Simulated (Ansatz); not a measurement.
# BSiP (triplet): wave-function methods side by side, def2-QZVPP

An exercise on one series of results from a longer session: the logs are not shown, and one member is left open.

Program: Ansatz 0.2.0, Gaussian basis. Level of theory: def2-QZVPP, core rule «outside noble gas», up to 11 orbitals frozen. These are calculated values, not measurements.

To be run: UHF; ROHF; CCSD(T) on UHF.

2 further runs of the same task are left out: 2 set aside as unsound or not needed.

## What is computed

The geometry is a PBE0/def2-TZVP stationary point (not a proven minimum).

3 atoms, charge 0, spin multiplicity 3.

Atoms are counted from 1 here; the program's logs count them from 0.

Bond lengths: B1–Si2 1.861 Å, Si2–P3 2.006 Å. Angles: B1–Si2–P3 180.0°.

Geometry (Å):

```xyz
3

B     0.00000    0.00000    1.90970
Si    0.00000    0.00000    0.04840
P     0.00000    0.00000   -1.95810
```

The first run:

The input, in.yaml:

```yaml
crystal:
  periodic: [false, false, false]
  atoms:
    - {symbol: B, position_ang: [0.000000, 0.000000, 1.909700]}
    - {symbol: Si, position_ang: [0.000000, 0.000000, 0.048400]}
    - {symbol: P, position_ang: [0.000000, 0.000000, -1.958100]}
basis:
  gaussian: {orbitals: "def2-QZVPP.json"}
magnetization: {spin_polarized: true, initial_magnetization: 2}
hamiltonian: {xc: hf}
output: {orbitals: {seedname: orbitals}}
```

Command:

```bash
ansatz run in.yaml --threads 1 --pin off --events-out ev --progress --plain --max-ram 2393MiB
```

Steps of the session up to this table: UHF; ROHF; CCSD(T) on UHF.

One table of the session follows, with a row left open; its other results are not shown here.

It belongs to the step «Misses and costs». 

| method | from UCCSD(T) (kcal/mol) |
| --- | --- |
| ROHF | +234.31 |
| UMP2 | +38.63 |
| UCCSD | ? |
| UCCSD(T) | 0 |

Estimate the missing values for UCCSD.

**Answer.** from UCCSD(T) (kcal/mol): +18.63. In the column «from UCCSD(T) (kcal/mol)» it lies between UCCSD(T) (0) and UMP2 (+38.63).

Left out of the table: UHF (another determinant or state than the rows shown).

Limits of these values: The determinant is far from a pure spin state, so its energy mixes those of several spin states (harmless only where they are near-degenerate, as at dissociation). Warnings: spin contamination; coupled cluster took another determinant than the lowest.
